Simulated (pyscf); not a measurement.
Homolytic dissociation enthalpies at 298 K of Br–Si, Br–Sn, Cl–Si, F–Ge, F–Si, I–Si bonds in 6 gas-phase molecules, in kcal/mol. Single points on ωB97X-D3(BJ)/def2-SVP structures (PySCF, gas phase). Both columns use the same structures and thermal terms. Rows were drawn at random from the closed-shell molecules with such a bond whose radicals are computed, keep their shape and have no isomer in the data more than 5 kcal/mol lower.

```csv
row,molecule,radicals,r²SCAN/def2-TZVP,ωB97M-D3(BJ)/def2-TZVP
1,F–Ge(GeH₃)(GeH₃)–GeH₃,F• + H₃Ge–Ge•(GeH₃)–GeH₃,116.1,116.7
2,F–Si(SiH₃)(SiH₃)–GeH₃,F• + H₃Si–Si•(SiH₃)–GeH₃,133.7,137.2
3,H₃Si–Si(SiH₃)(SiH₃)–Br,H₃Si–Si•(SiH₃)–SiH₃ + Br•,85.9,86.7
4,H₃Si–Si(SiH₃)(SiH₃)–I,H₃Si–Si•(SiH₃)–SiH₃ + I•,71.5,?
5,H₃Si–Si(SiH₃)(Cl)–GeH₃,H₃Si–Si•(SiH₃)–GeH₃ + Cl•,98.0,101.6
6,F–Sn(F)(F)–Br,F–Sn•(F)–F + Br•,72.9,70.9
```

Fit a line that carries the r²SCAN values to the last column and predict row 4.

In the 5 complete rows the last column lies -2.0 to 3.6 kcal/mol from r²SCAN (mean 1.3, median 0.8). Least squares gives y = -5.8 + 1.07·x with residuals of 1.5 kcal/mol (root mean square). For row 4: -5.8 + 1.07 × 71.5 = 70.7 kcal/mol, an extrapolation. The computed value is 72.1 kcal/mol, 1.4 over the line. Left out: the spin-orbit lowering of Br, Cl, F, I, which is large for Br, Se, Te and I. Elements up to Kr have no core potential and no relativistic terms here. Elements past Kr carry the def2 core potentials, without spin-orbit coupling.
